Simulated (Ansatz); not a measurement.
```yaml
crystal:
  periodic: [false, false, false]
  atoms:
    - {symbol: V, position_ang: [-0.896709, 0.005655, 0.004598]}
    - {symbol: Si, position_ang: [1.419424, -0.008951, -0.007278]}
    - {symbol: H, position_ang: [1.914012, -1.422857, -0.004355]}
    - {symbol: H, position_ang: [1.933608, 0.697965, 1.209127]}
    - {symbol: H, position_ang: [1.921020, 0.688513, -1.234349]}
basis:
  gaussian: {orbitals: def2-TZVP}
magnetization: {spin_polarized: true, initial_magnetization: 6}
hamiltonian: {xc: pbe0}
relax: {f_tol: 0.004, max_steps: 80}
```

```sh
$ ansatz run in.yaml --threads 1 --pin off --events-out ev --progress --plain --max-ram 2176MiB
```

Steps of the relaxation (energy above the last step; positions in Å, forces in eV/Å):

```
5
step 1, 262.2 meV
V    -0.897    0.006    0.005   -1.584    0.010    0.008
Si    1.419   -0.009   -0.007    1.952   -0.012   -0.010
H     1.914   -1.423   -0.004   -0.123   -0.010    0.001
H     1.934    0.698    1.209   -0.122    0.006    0.010
H     1.921    0.689   -1.234   -0.123    0.006   -0.009
```

```
5
step 2, 103.5 meV
V    -0.958    0.006    0.005   -0.822    0.005    0.004
Si    1.484   -0.009   -0.008    0.889   -0.006   -0.005
H     1.913   -1.445   -0.004   -0.022    0.108    0.000
H     1.933    0.709    1.228   -0.023   -0.054   -0.093
H     1.920    0.699   -1.253   -0.022   -0.054    0.094
```

```
5
step 3, 15.0 meV
V    -1.107    0.007    0.006   -0.208    0.001    0.001
Si    1.519   -0.010   -0.008    0.328   -0.002   -0.002
H     1.951   -1.436   -0.004   -0.040    0.013    0.000
H     1.971    0.704    1.220   -0.040   -0.006   -0.011
H     1.958    0.695   -1.246   -0.040   -0.006    0.011
```

```
5
step 10, 0.0 meV
V    -1.213    0.008    0.006    0.000    0.000    0.000
Si    1.565   -0.010   -0.008    0.000    0.000    0.000
H     1.971   -1.440   -0.005    0.000    0.001    0.000
H     1.991    0.706    1.223    0.000    0.000   -0.001
H     1.978    0.696   -1.249    0.000    0.000    0.001
```

Close pairs at the end: Si2–H4 1.486 Å, Si2–H5 1.486 Å, Si2–H3 1.486 Å, V1–Si2 2.778 Å.

A stationary point of unrestricted PBE0 after 10 steps, with ⟨S²⟩ = 12.003 against 12.00 for a pure state; no frequencies were run, so it isn't proven a minimum. 96 s on 1 thread of Arm Neoverse V1, shared host.
